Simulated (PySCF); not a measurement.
Species: [BClH3]- (charge -1).
Bonds: B1–Cl2. Hydrogens: H3, H4, H5 on B1.

Level of theory: PBE0-D3(BJ)/def2-SVP geometry optimisation, gas phase (PySCF).

**Question.** Give the optimised bond lengths and angles.

**Answer.** 
```json
{"bond": "B1–Cl2", "length (Å)": "1.944"}
{"bond": "B1–H3, B1–H4, B1–H5", "length (Å)": "1.239"}
```

Bonds in one row agree within 0.01 Å and their mean is given. A selection of angles:
```json
{"angle": "Cl2–B1–H3", "degrees": "108.2"}
{"angle": "H3–B1–H4", "degrees": "110.7"}
```

B1 (boron bonded to Cl and 3 H) is tetrahedral (angles from 108.2° to 110.7°).

Point group: C3v (tolerance 0.08 Å). No frequency check. The geometry's basis has no diffuse functions, a weakness for an anion.

On an Arm Neoverse V1 with one thread (shared host), this took 2.8 s wall. These figures are those of the optimisation.
